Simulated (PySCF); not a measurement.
Two species compared at the same levels of theory.

First species: C2H6.
SMILES: `CC`

Second species: hydroxy acetaldehyde, C2H4O2.
Z-matrix (Å and degrees, PBE0-D3(BJ)/def2-TZVP geometry), rows numbered from 1:
```
O 
C   1  1.2029
C   2  1.4964  1  121.73
O   3  1.3870  2  112.20  1     0.13
H   2  1.1075  1  121.63  3   179.96
H   3  1.1019  2  107.54  1   123.25
H   3  1.1019  2  107.55  1  -122.94
H   4  0.9689  3  105.89  2     0.05
```

Levels: CAM-B3LYP/aug-cc-pVTZ for dipole moment, HOMO energy, LUMO energy, HOMO–LUMO gap, static isotropic polarisability and electronic spatial extent ⟨r²⟩ about the centre of nuclear charge; TDDFT CAM-B3LYP/aug-cc-pVTZ for lowest singlet excitation; TDA CAM-B3LYP/aug-cc-pVTZ for lowest triplet excitation (Tamm–Dancoff). Geometries: PBE0-D3(BJ)/def2-TZVP. All species are isolated and taken at one optimised geometry, non-relativistic unless stated. Electronic properties by PySCF.

The conformers computed, where there is a choice (atom-mapped SMILES and torsion angles):
- `[O:1]=[CH:2][CH2:3][OH:4]`: O1–C2–C3–O4 0°, H–O4–C3–C2 0°

(1) Which of the two has the higher HOMO–LUMO gap, and by how much?

(2) Which of the two has the higher dipole moment, and by how much?

(3) Which of the two has the higher static isotropic polarisability, and by how much?

(4) Which of the two has the higher ⟨r²⟩, and by how much?

(5) Which of the two has the higher LUMO energy, and by how much?

(6) Which of the two has the higher HOMO energy, and by how much?

(7) Which has the higher T1 energy?

(8) Which has the higher S1 energy?

Answers

(1) The first: 11.38 eV against 9.69 eV, a difference of 1.69 eV.

(2) The second: 2.59 D against 0.00 D, a difference of 2.59 D.

(3) The second: 34.3 au against 28.7 au, a difference of 5.6 au.

(4) The second: 259 bohr² against 110 bohr², a difference of 149 bohr².

(5) The first: 0.33 eV against -0.02 eV, a difference of 0.35 eV.

(6) The second: -9.71 eV against -11.05 eV, a difference of 1.34 eV.

(7) The first: 8.42 eV against 4.04 eV, a difference of 4.38 eV.

(8) The first: 8.61 eV against 4.62 eV, a difference of 3.99 eV.

On the first: The 10 singlets span 8.61 to 10.16 eV, and their oscillator strengths add up to 0.41. The vertical singlet–triplet gap S1 − T1 is 0.19 eV (TDDFT singlet less Tamm–Dancoff triplet). Isolated species at its PBE0-D3(BJ)/def2-TZVP geometry, gas phase.

On the second: No computed singlet falls in the visible range (750 to 380 nm, 1.65 to 3.26 eV); S1 lies 1.36 eV above its blue end. The principal polarisabilities are 26.9, 36.5 and 39.5 au; their mean is the isotropic value. Geometry: PBE0-D3(BJ)/def2-TZVP, one conformer, isolated molecule.
